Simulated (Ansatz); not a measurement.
## Appearance energy of a fragment ion: C4H10 → [C3H7]+ + CH3 + e⁻

Species: C4H10 (isobutane) `CC(C)C`, singlet; [C3H7]+ `C[CH+]C`, singlet; CH3 (methyl radical) `[CH3]`, doublet. 

Shapes, held fixed at every level: PBE0-D4/def2-TZVP. Programs: Ansatz 0.2.0. Electronic energies: no zero-point or thermal term.

```
                level                    kind  ΔE (eV)  less CCSD(T)/CBS estimate
    PBE-D4/def2-TZVPP                     GGA   +11.24                      -0.33
 r2SCAN-D4/def2-TZVPP                meta-GGA   +11.08                      -0.49
  B3LYP-D4/def2-TZVPP           global hybrid   +11.23                      -0.34
   PBE0-D4/def2-TZVPP           global hybrid   +11.33                      -0.24
r2SCAN0-D4/def2-TZVPP           global hybrid   +11.19                      -0.38
   wB97M-V/def2-TZVPP  range-separated hybrid   +11.32                      -0.25
    B2PLYP/def2-TZVPP           double hybrid   +11.19                      -0.38
 CCSD(T)/CBS estimate   coupled cluster or CI   +11.57                       0.00
```

The highest level, CCSD(T)/CBS estimate, gives ΔE = +11.57 eV; the levels span +11.08 to +11.57. The column of differences is taken from that level and isn't an error. No measured value is set beside it here. Open shells run unrestricted unless RO is named. The CBS estimate extrapolates MP2 from def2-TZVPP and def2-QZVPP and adds CCSD(T) − MP2 in the triple-zeta set, cores frozen. The onset seen in experiment also holds zero-point changes and kinetic shifts.
